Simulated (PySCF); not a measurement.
# Core-level binding energies of phosphorus trifluoride

Phosphorus trifluoride, PF3.
Atom-mapped SMILES: `[F:1][P:2]([F:3])[F:4]`

Method: delta-SCF UKS SCAN, pcX-2 on the ionised atom, pcseg-1 elsewhere, spin-free X2C (PySCF). Vertical ΔSCF values, vacuum level as zero.

**Question.** What binding energy does each computed site have?

**Answer.** 
```json
{"atom(s)": "F1/F3/F4", "environment": "phosphorus-bound fluorine", "level": "F 1s", "binding energy (eV)": "693.87", "count": "3"}
{"atom(s)": "P2", "environment": "three-coordinate phosphorus", "level": "P 1s", "binding energy (eV)": "2156.05", "count": "1"}
```

**Question.** What is the longest wavelength that can ionise F 1s of F1/F3/F4 vertically?

**Answer.** λ = hc/E = 12398.42 eV Å / 693.87 eV = 17.869 Å.

**Question.** Which photon energy gives electrons from F 1s of F1/F3/F4 a kinetic energy of 150 eV, and what is their de Broglie wavelength?

**Answer.** hν = 693.87 + 150 = 843.87 eV, recoil neglected; λ = 12.264 Å/√(E/eV) = 1.00 Å.

Atoms equivalent by their bonding share one computed value, that of the first of them. Not every level is listed. Geometry: PBE0-D3(BJ)/def2-SVP; no solvent, vibrations or thermal averaging.
